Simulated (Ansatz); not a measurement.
A made-up structure of C2HO, doublet:

C1  (-0.618, -1.000, 0.057)
C2  (0.261, 0.015, 0.098)
O3  (-0.836, 0.474, -0.471)
H4  (-1.398, 1.227, -0.710)
(Å)

It is relaxed with PBE-D4/def2-SVP and then PBE0-D4/def2-TZVP (Ansatz 0.2.0). Atoms count as bonded within 1.22 times the sum of their covalent radii (H–H: 0.88 Å). The end point is not checked to be a true minimum.

(1) Does its bonding change? (A judgement: the text doesn't fix the answer.)

Results:

(1) The calculation gives: Yes. Formed: none; broken: C1–O3.

Where it ends: The first stage lowers the energy by 3.39 eV in 15 steps. It ends as C₂HO ([C][C][OH]):
C1  (-0.237, -1.303, 0.488)
C2  (-0.414, -0.188, -0.115)
O3  (-0.579, 0.852, -0.838)
H4  (-1.362, 1.355, -0.561)
(Å)

Labels in which every atom is bracketed show which atoms are joined, not bond orders.

For scale, one of the runs: PBE0-D4/def2-TZVP relaxation, 99 basis functions, launched by `ansatz run in.yaml --threads 2 --pin off --events-out ev --progress --plain --max-ram 4352MiB`. The run took about 24 s on 2 CPU threads of an Arm Neoverse V2 (shared host).
